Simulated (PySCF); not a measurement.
Saddle point of SiNH₇S, closed shell (SiNH₅ ([NH2][SiH3]) + H₂S → SiNH₅S ([NH2][SiH2][SH]) + H₂; bonds formed: Si1–S7, H2–H6; bonds broken: Si1–H2, H6–S7), PBE0-D4/def2-TZVP structure:

```
10
angstrom
Si -0.5516 -0.1327 -0.0075
H 0.8341 -1.0036 -0.4049
H -1.3980 -1.1332 -0.7041
H -1.3628 1.1104 0.1567
N -0.0493 -0.2793 1.6164
H 0.8630 -0.3669 -1.2673
S 0.3259 0.8252 -2.1635
H 0.5879 -0.9759 1.9630
H -0.4300 0.3155 2.3342
H 1.1808 1.6406 -1.5230
```

Energies are electronic, without zero-point energy. Barriers and step energies count from the start structure reached by relaxing down the imaginary mode; all methods use the PBE0-D4 structures, on which another method's saddle can fall below an end. PySCF 2.14 with density fitting (its default auxiliary sets; JK sets also for MP2 and CCSD(T)); basis: def2-TZVPP, with def2-QZVPP for the basis limit; cores frozen in the correlated methods. B3LYP uses VWN-RPA correlation. Extrapolation: Hartree–Fock as exp(−7.88 √X), correlation as X^−2.97.

```csv
method,barrier (kcal/mol),step energy (kcal/mol)
SPW92,?,-11.42
PBE-D4,31.64,-12.57
r2SCAN-D4,35.44,-12.52
PBE0-D4,?,-11.79
B3LYP-D4,41.51,-10.83
BHLYP-D4,47.72,-9.90
wB97M-V,42.84,-10.79
HF,63.20,-6.96
MP2,?,-12.26
CCSD,48.32,-9.08
CCSD(T),44.95,-10.08
```

**Question.** Fill in the withheld barriers. (Judge from chemistry; the value comes from the calculation.)

**Answer.** Computed: MP2 42.63; PBE0-D4 36.83; SPW92 24.64 kcal/mol. Each is the energy of the saddle less that of the start structure, by the same method.

For comparison, the barrier by CCSD(T) at an estimated basis limit (MP2 extrapolated from triple and quadruple zeta, plus CCSD(T) − MP2 in triple zeta) is 43.06 kcal/mol.

No T1 diagnostic of these runs exceeds 0.013.

Labels in which every atom is bracketed show which atoms are joined, not bond orders.

For scale, one of the runs: CCSD(T)/def2-TZVPP, 213 basis functions, launched by `OMP_NUM_THREADS=4 python run.py`. Time: 6.5 min of wall clock on 4 CPU threads of an Arm Neoverse V2; the host was shared. Peak host memory: 2.7 GiB.
